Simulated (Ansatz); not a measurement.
We consider 3C-SiC, described by PBE (PAW; Ansatz, a quantum-chemistry and plane-wave program).

The same calculation (at the measured cell, 10.346 Å³/atom) with different numerical settings:

```json
[
 {"run": "1", "k mesh": "4×4×4", "gap on the mesh (eV)": "1.312", "total energy (eV/atom)": "-443.5170", "rough time": "under 3 core-s"},
 {"run": "2", "k mesh": "6×6×6", "gap on the mesh (eV)": "1.353", "total energy (eV/atom)": "-443.5746", "rough time": "under 3 core-s"},
 {"run": "3", "k mesh": "8×8×8", "gap on the mesh (eV)": "1.359", "total energy (eV/atom)": "-443.5794", "rough time": "under 3 core-s"},
 {"run": "4", "k mesh": "12×12×12", "gap on the mesh (eV)": "1.360", "total energy (eV/atom)": "-443.5800", "rough time": "under 3 core-s"},
 {"run": "5", "k mesh": "16×16×16", "gap on the mesh (eV)": "1.360", "total energy (eV/atom)": "-443.5800", "rough time": "under 3 core-s"},
 {"run": "6", "k mesh": "20×20×20", "gap on the mesh (eV)": "1.360", "total energy (eV/atom)": "-443.5800", "rough time": "4 core-s"}
]
```

In the column total energy (eV/atom) the first row differs from the last by +0.0630 and the next to last by 0.0000.

The last row is no converged limit: other settings stay fixed.
